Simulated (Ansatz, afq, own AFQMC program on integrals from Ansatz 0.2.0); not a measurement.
# AFQMC, coupled cluster and functionals along a coordinate of BHBr, quartet

```xyz
3

B     0.0000   -0.1881    1.7151
Br    0.0000    0.0118   -0.2522
H     0.0000    1.0856    1.5985
```

The B1–Br2 distance is changed with both sides rigid. Energies in eV count from this geometry (1.978 Å) at the same level; the start stands on UHF, each point on the determinant named.

Basis cc-pVDZ. Noble-gas cores (and the filled d shells of Ga–Kr and In–Xe) are frozen. Integrals, coupled cluster, full CI and functionals: Ansatz 0.2.0; the random walks run on the same integrals in our own AFQMC program. The CISD trial takes its coefficients from CCSD amplitudes. Released means that phaseless walkers are propagated on without the constraint, phases kept. Uncertainties: one standard error, sampling alone. No spin–orbit coupling.

Cautions, each for one point or more: inner d shell frozen; lower spins were not checked; no relativity below Rb; no spin-orbit coupling.

```tsv
r(B1–Br2) / Å	det.	T1	weight	⟨S²⟩	CCSD(T)	ph-AFQMC/CISD	released AFQMC	CCSDT(Q)	B3LYP	B2PLYP
1.803	UHF	0.015	0.90	3.77	0.407	0.436 ± 0.014	0.403 ± 0.017	0.411	0.376	0.368
2.176	UHF	0.022	0.90	3.77	0.029	0.029 ± 0.014	0.014 ± 0.018	0.024	0.044	0.057
2.719	UHF	0.016	0.91	3.76	0.280	0.290 ± 0.012	0.276 ± 0.015	0.286	0.433	0.387
3.601	UHF†	0.013	0.91	3.76	0.319	0.336 ± 0.013	–	0.328	0.580	0.476
5.394	UHF†	0.012	0.91	3.76	0.369	0.408 ± 0.012	0.386 ± 0.014	0.383	0.630	0.524
```

Weight is that of the determinant in the CISD state; at the start T1 is 0.016 and the weight 0.90, and ⟨S²⟩ is 3.77. A dagger marks points whose determinant fills other symmetries than the start's, so the wave-function levels may follow another state there, or a degenerate partner. A dash marks a missing value, a released energy that hasn't settled or a functional that sits on another state. Largest departures from CCSDT(Q), at the points where its series has closed: CCSD(T) -0.014 eV at 5.394 (on UHF), ph-AFQMC/CISD 0.025 eV at 5.394 (on UHF), released AFQMC -0.011 eV at 2.176 (on UHF) (within the noise), B3LYP 0.147 eV at 2.719, B2PLYP 0.101 eV at 2.719. Functionals count only at points shown to share the start's state and spin. In this small basis the wave-function levels are far from their limit, so their gap to the functionals isn't the functionals' error.

Some points may be missing: those where a free walk finds a much lower state, and past Zn most of those on another determinant than at the start.

A walk keeps the symmetry of its determinant, which the program's search chose and which needn't be the lowest solution, so a lower state of the same spin and another symmetry isn't excluded. Released energies are given only where the last usable release times agree within the noise; a slower fall can still hide under it.
